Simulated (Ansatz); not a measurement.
Species: CHO, net charge 1, singlet state. 
Structure (B3LYP-D3(BJ)/def2-TZVP (Ansatz, a program for electronic structure) minimum search):
```xyz
3

C      0.0000     0.0000    -0.5143
O      0.0000     0.0000     0.5871
H      0.0000     0.0000    -1.6107
```
Charge +1, spin multiplicity 1.

Basis-set convergence of Hartree-Fock and CCSD correlation energies (hartree) with Ansatz. Cores are frozen in the correlated levels unless marked. No spin-orbit coupling. No relativistic terms.

```csv
basis,functions,E(HF),"E(corr, CCSD)"
aug-cc-pVDZ,55,-112.98260,-0.31178
aug-cc-pVTZ,115,-113.01196,-0.36787
aug-cc-pVQZ,206,-113.01978,-0.38693
```

Extrapolating the two largest sets (X = 3 and 4) as X^-3: E(corr) = (64·(-0.38693) - 27·(-0.36787))/37 = -0.4008 Eh, an estimate of the basis-set limit. The largest set recovers 96.5 % of it, the smallest 77.8 %.
